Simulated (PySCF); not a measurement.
# Excitation energies in several basis sets

Compound: 1,4-dioxane, C₄H₈O₂.
InChI=1S/C4H8O2/c1-2-6-4-3-5-1/h1-4H2

TDDFT with PBE0 (PySCF), vertical singlets, core orbitals frozen in the response, spherical d and f functions. Isolated species at its PBE0-D3(BJ)/def2-SVP geometry (one conformer only).

```
      basis  functions  diffuse  S1 (eV)  S2 (eV)  S3 (eV)  S4 (eV)  S5 (eV)  LUMO (eV)  α (au)
     6-31G*        100       no     8.07     8.56     8.80     9.22     9.34       2.98    47.2
   def2-SVP        124       no     7.68     7.93     8.27     8.36     8.82       2.11    48.4
    6-31+G*        124      yes     6.49     6.71     6.83     7.03     7.18       0.61    53.0
  def2-SVPD        190      yes     6.72     7.20     7.25     7.47     7.70       0.82    55.7
aug-cc-pVDZ        210      yes     6.03     6.34     6.39     6.71     6.91       0.04    57.3
  def2-TZVP        234       no     7.28     7.51     7.68     7.79     8.39       1.59    54.4
 def2-TZVPD        300      yes     6.34     6.74     6.81     7.12     7.14       0.42    57.0
```

Question: How much do these states and the polarisability depend on the basis?

Answer: States are compared by their number. Against the largest diffuse basis here (def2-TZVPD, itself not a converged limit), sets without diffuse functions differ by up to 1.73 eV in S1 and 2.20 eV in S5; the smaller diffuse sets differ by up to 0.39 and 0.55 eV. State by state, the largest deviation of a set without diffuse functions is S1 1.73, S2 1.82, S3 1.99, S4 2.10, S5 2.20 eV. The same number needn't mean the same state in each row. Against def2-TZVPD the polarisability deviates by -17% in 6-31G*, -15% in def2-SVP, -7% in 6-31+G*, -2% in def2-SVPD, 0% in aug-cc-pVDZ, -5% in def2-TZVP. A single + in a Pople set puts diffuse functions on heavy atoms only.
